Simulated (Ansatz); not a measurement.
in.yaml

```yaml
crystal:
  periodic: [false, false, false]
  atoms:
    - {symbol: Ga, position_ang: [-0.015433, -0.009008, 1.862187]}
    - {symbol: C, position_ang: [-0.016266, -0.025151, -0.337300]}
    - {symbol: O, position_ang: [0.031698, 0.034159, -1.524887]}
basis:
  gaussian: {orbitals: cc-pVDZ}
magnetization: {spin_polarized: true, initial_magnetization: 1}
hamiltonian: {xc: hf}
scf: {lower_state_search: full}
output: {orbitals: {seedname: orbitals}}
```

```sh
$ ansatz run in.yaml --threads 1 --pin off --events-out ev --progress --plain --max-ram 2393MiB
```

The program prints:

```
586 factors; integrals over basis functions are off by at most 1.2e-3 eV
mean field evaluation 1: about -55398.2080 eV, gradient 1.9e1 eV
mean field evaluation 2: about -55398.2129 eV, gradient 1.9e1 eV
mean field evaluation 4: about -55399.9966 eV, gradient 2.1e0 eV
mean field evaluation 8: about -55400.0777 eV, gradient 2.2e-1 eV
mean field evaluation 16: about -55400.0824 eV, gradient 3.5e-1 eV
mean field evaluation 32: about -55400.0844 eV, gradient 9.8e-3 eV
mean field evaluation 64: about -55400.0841 eV, gradient 1.5e-3 eV
mean field evaluation 96: about -55399.8262 eV, gradient 1.6e0 eV
mean field evaluation 128: about -55391.8845 eV, gradient 2.3e1 eV
mean field evaluation 160: about -55400.0837 eV, gradient 6.4e-4 eV
mean field evaluation 192: about -55400.0837 eV, gradient 1.3e-4 eV
mean field evaluation 224: about -55398.4492 eV, gradient 1.1e1 eV
mean field -55400.08455972 eV, -2035.9155560436 hartree, gradient 8.0e-6 eV, S^2 0.765543; 4 other end points of the search recorded, 0 dependent functions left out
reference -55400.08455972 eV, -2035.9155560436 hartree; 23, 22 occupied and 32, 33 virtual orbitals, 586 factors
Total energy: -55400.08455972 eV, -2035.9155560436 hartree
```

Ran on 1 thread of Intel Xeon Platinum 8259CL, shared host: 7 s wall, 0.17 GiB peak host memory.
